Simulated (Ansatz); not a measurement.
**HNO (nitroxyl) at CCSD(T)/STO-3G**

Aim: the vertical electron affinity of HNO (nitroxyl) at CCSD(T)/STO-3G, from 2 runs. 

The calculation is run with Ansatz 0.2.0.

52 further runs of the same task are left out: 1 that didn't finish, 51 set aside as unsound or not needed.

## 1. The molecule

HNO: 3 atoms, total charge 0, spin state singlet. SMILES: `N=O`. The coordinates come from a GFN2-xTB relaxation.

Bond lengths: N1–O2 1.201 Å, N1–H3 1.062 Å. Angles: O2–N1–H3 112.4°.

## 2. A single-point energy at CCSD(T)/STO-3G

input.yaml reads:

```yaml
crystal:
  periodic: [false, false, false]
  atoms:
    - symbol: N
      position_ang: [-0.275940, 0.297220, -0.114780]
    - symbol: O
      position_ang: [0.768580, 0.418030, 0.466150]
    - symbol: H
      position_ang: [-0.492640, -0.715240, -0.351380]
basis:
  gaussian:
    orbitals: STO-3G
scf:
  omitted_lower_state_checks: [cluster_reference, increment]
correlation:
  method: ccsd_t
  frozen_orbitals: {H: 0, "N": 1, O: 1}
accuracy: high
```

Launch:

```console
ansatz run input.yaml --threads 1 --pin off --max-ram 2610MiB --events-out events.jsonl --progress --plain --runs-dir runs
```

Standard output (excerpt; [...] marks lines left out):

```text
Warning: RAYON_NUM_THREADS=1 ignored (pool sized by the plan → 1); use --threads N
Functional definition: HF
  name "HF"
[...]
168 factors; integrals over basis functions are off by at most 2.2e-8 eV
[...]
mean field -3484.66927338 eV, -128.0592338031 hartree, gradient 1.1e-8 eV, S^2 0.000000; 0 other end points of the search recorded, 0 dependent functions left out; unrestricted orbitals would lower it
2 core orbitals not correlated: weight in the atoms' cores, before any rotation towards them, 1.000 or more for the frozen orbitals, at most 0.000 for the correlated occupied ones
reference -3484.66927338 eV, -128.0592338031 hartree; 6, 6 occupied and 3, 3 virtual orbitals, 168 factors
second order -3.25422883 eV of doubles, -0.00000000 eV of singles
cycle   1  -3.61763260 eV  change   -3.6e-1 eV  update   6.3e-2
[...]
cycle  24  -3.88790016 eV  change  -3.3e-11 eV  update  1.1e-10
perturbative correction -0.04512625 eV, -0.0016583591 hartree
Total energy: -3488.60229979 eV, -128.2037698579 hartree
Checks for a lower state left out: cluster_reference, increment
```

Wall time 0.12 s (1 thread of Arm Neoverse V2, shared host).

## 3. The doublet anion at the same level

run.yaml reads:

```yaml
crystal:
  periodic: [false, false, false]
  atoms:
    - {symbol: N, position_ang: [-0.275940, 0.297220, -0.114780]}
    - {symbol: O, position_ang: [0.768580, 0.418030, 0.466150]}
    - {symbol: H, position_ang: [-0.492640, -0.715240, -0.351380]}
basis:
  gaussian:
    orbitals: STO-3G
total_charge: -1
magnetization:
  spin_polarized: true
  initial_magnetization: 1
correlation:
  method: ccsd_t
  frozen_orbitals: {H: 0, "N": 1, O: 1}
accuracy: high
scf:
  omitted_lower_state_checks: [cluster_reference, increment]
```

Launch:

```console
ansatz run run.yaml --threads 1 --pin off --max-ram 2610MiB --events-out events.jsonl --progress --plain --runs-dir runs
```

Standard output (excerpt; [...] marks lines left out):

```text
Warning: RAYON_NUM_THREADS=1 ignored (pool sized by the plan → 1); use --threads N
[... 2 set-up lines as earlier in the session ...]
[...]
168 factors; integrals over basis functions are off by at most 2.2e-8 eV
[...]
mean field -3479.18968875 eV, -127.8578627820 hartree, gradient 2.4e-8 eV, S^2 0.751962; 0 other end points of the search recorded, 0 dependent functions left out
2 core orbitals not correlated: weight in the atoms' cores, before any rotation towards them, 1.000 or more for the frozen orbitals, at most 0.000 for the correlated occupied ones
reference -3479.18968875 eV, -127.8578627820 hartree; 7, 6 occupied and 2, 3 virtual orbitals, 168 factors
second order -1.58818733 eV of doubles, -0.00000000 eV of singles
cycle   1  -1.92045710 eV  change   -3.3e-1 eV  update   4.8e-2
[...]
cycle  20  -2.09581064 eV  change   9.7e-10 eV  update   1.0e-9
perturbative correction -0.02861538 eV, -0.0010515960 hartree
Total energy: -3481.31411477 eV, -127.9359339983 hartree
Checks for a lower state left out: cluster_reference, increment
```

Run time: 0.1 s. Hardware: 1 thread of Arm Neoverse V2, shared host.

## 4. Results

At CCSD(T)/STO-3G, 2 core orbitals frozen:

| quantity | value |
| --- | --- |
| singlet HNO: total energy | -128.20377 Eh |
| singlet HNO: correlation energy (2 core orbitals frozen) | -144.5 mEh |
| singlet HNO: (T) correction | -1.66 mEh |
| singlet HNO: T1 diagnostic | 0.011 |
| doublet anion: total energy | -127.93593 Eh |
| doublet anion: correlation energy (2 core orbitals frozen) | -78.1 mEh |
| doublet anion: (T) correction | -1.05 mEh |
| doublet anion: ⟨S²⟩ of the reference determinant | 0.752 |
| doublet anion: T1 diagnostic | 0.012 |
| vertical electron affinity (to the doublet anion) | -7.288 eV |

**Reading.** The anion lies 7.29 eV (703 kJ/mol) above the neutral: the electron isn't bound at this level, and such a value depends on the basis. Without diffuse functions anions come out too high. In a minimal basis such a difference can be off by several eV, whatever the method. The restricted solution (singlet HNO) is unstable to spin breaking: an unrestricted one lies lower. The triples (singlet HNO) make up 1.1 % of the correlation energy. The triples (doublet anion) make up 1.3 % of the correlation energy.
